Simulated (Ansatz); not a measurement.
# Cohesive energies along the alkaline-earth metals

All numbers below come from DFT, m-r2SCAN, plane waves (500 eV) with PAW, scalar-relativistic (Ansatz 0.2.0). The PAW files were generated under PBE, with cores re-solved for the functional.

The free atom is spin-polarised, without symmetry, in a box of 14 × 14.4 × 14.8 Å, in the lowest state that the tried spin starts reached (hybrids start from one state alone); no zero-point energy, no spin-orbit coupling, no dispersion.

(1) Rank by cohesive energy per atom, weakest first.
A. barium (bcc)
B. magnesium (hcp)
C. strontium (fcc)
D. calcium (fcc)
E. beryllium (hcp)

Results:

(1) B (1.71 eV), C (1.79 eV), A (2.03 eV), D (2.08 eV), E (3.80 eV).

m-r²SCAN is r²SCAN on the gauge-invariant kinetic-energy density; without spin polarisation the two are equal.
